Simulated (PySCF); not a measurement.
**Bond curve of MgSi**

Set-up: PySCF, no relativity, basis sets Mg def2-TZVP, Si def2-TZVP. Energies in eV from Mg + Si in their ground configurations at the same level. All curves are PBE0. state 1: ³Σ⁻ (triplet), unpaired electrons π ↑↑; state 2: Ms = 0 determinant of mixed spin (⟨S²⟩ near 1.0), unpaired electrons π ↑↓, a mixture of terms (⟨Lz²⟩ = 2.0), a second solution, started from another occupation; state 3: ³Π (triplet), unpaired electrons σ ↑, π ↑, a second solution, started from another occupation; state 4: Ms = 0 determinant of mixed spin (⟨S²⟩ near 1.0), unpaired electrons σ ↓, π ↑, a second solution, started from another occupation.

```tsv
R (Å)	state 1	state 2	state 3	state 4
2.192	-0.685	-0.4156	0.6612	0.7217
2.294	-0.946	-0.6750	0.2159	0.2778
2.396	-1.088	-0.8151	-0.0821	-0.0174
2.473	-1.137	-0.8630	-0.2325	-0.1644
2.549	-1.151	-0.8751	-0.3350	-0.2627
2.626	-1.137	-0.8605	-0.4000	-0.3224
2.727	-1.089	-0.8121	-0.4428	-0.3567
2.855	-0.999	-0.7230	-0.4479	-0.3486
3.008	-0.871	-0.5973	-0.4122	-0.2939
3.212	-0.697	-0.4274	-0.3347	-0.1879
```

**Question.** Put a parabola through the three lowest points of the state 1 curve and estimate Re, k and ωe (reduced mass 12.91 u; 1 eV/Å² = 0.16022 mdyn/Å; ωe = 1302.8·√(k/μ) cm⁻¹).

**Answer.** Through R = 2.473, 2.549, 2.626 Å the second-order coefficient is 2.39 eV/Å², so Re ≈ 2.550 Å, k ≈ 0.767 mdyn/Å and ωe ≈ 317 cm⁻¹. A polynomial fit of higher order to the unrounded PBE0 energies gives Re = 2.545 Å, k = 0.751 mdyn/Å, ωe = 314 cm⁻¹; anharmonicity and rounding make the difference.

The higher-order fit for each curve: state 1: Re = 2.545 Å, ωe = 314 cm⁻¹, De = 1.15 eV; state 2: Re = 2.542 Å, ωe = 314 cm⁻¹, minimum 0.88 eV below the ground-state fragments; state 3: Re = 2.804 Å, ωe = 229 cm⁻¹, minimum 0.451 eV below the ground-state fragments; state 4: Re = 2.767 Å, ωe = 254 cm⁻¹, minimum 0.359 eV below the ground-state fragments.

The state was picked by a PBE0 search and need not be the measured ground state.
